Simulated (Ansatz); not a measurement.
in.yaml

```yaml
crystal:
  periodic: [false, false, false]
  atoms:
    - {symbol: O, position_ang: [0.000000, 0.000000, -1.909138]}
    - {symbol: Ga, position_ang: [0.000000, 0.000000, -0.253219]}
    - {symbol: Si, position_ang: [0.000000, 0.000000, 2.162356]}
basis:
  gaussian: {orbitals: cc-pVTZ}
magnetization: {spin_polarized: true, initial_magnetization: 1}
correlation: {method: ccsdt_q, electrons: outside_noble_gas}
```

```sh
$ ansatz run in.yaml --threads 2 --pin off --events-out ev --progress --plain --max-ram 16896MiB --backend cuda --devices 0, --max-vram 18GiB
```

Task: Roughly how long does this take on 2 threads of AMD EPYC 7R13 with a shared H100 80 GB, shared host, and how much host memory?

Result: 78 s wall and 1.7 GiB.

```
1272 factors; integrals over basis functions are off by at most 2.3e-7 eV
mean field evaluation 1: about -62223.4704 eV, gradient 4.2e1 eV
mean field evaluation 2: about -62223.4764 eV, gradient 4.2e1 eV
mean field evaluation 4: about -62231.5779 eV, gradient 1.0e1 eV
mean field evaluation 8: about -62232.7462 eV, gradient 1.3e-1 eV
mean field evaluation 16: about -62232.7839 eV, gradient 2.4e-1 eV
mean field evaluation 32: about -62232.7384 eV, gradient 1.3e-1 eV
mean field evaluation 64: about -62232.7461 eV, gradient 2.8e-5 eV
mean field evaluation 96: about -62232.5678 eV, gradient 5.1e0 eV
mean field evaluation 128: about -62232.7550 eV, gradient 4.0e0 eV
mean field evaluation 160: about -62233.1906 eV, gradient 1.6e-1 eV
...
cycle  22  -11.65469441 eV  change    8.9e-6 eV  update   7.9e-5
cycle  23  -11.65473493 eV  change   -4.1e-5 eV  update   3.4e-5
cycle  24  -11.65474760 eV  change   -1.3e-5 eV  update   1.9e-5
cycle  25  -11.65474207 eV  change    5.5e-6 eV  update   1.4e-5
cycle  26  -11.65473711 eV  change    5.0e-6 eV  update   7.4e-6
cycle  27  -11.65473864 eV  change   -1.5e-6 eV  update   5.5e-6
cycle  28  -11.65473803 eV  change    6.1e-7 eV  update   3.0e-6
cycle  29  -11.65473662 eV  change    1.4e-6 eV  update   2.7e-6
cycle   1  -11.65473276 eV  update   1.4e-6
cycle   2  -11.65473410 eV  change   -1.3e-6 eV  update   1.4e-6
perturbative correction -0.10651779 eV, -0.0039144567 hartree
Total energy: -62244.50739188 eV, -2287.4434558090 hartree
```
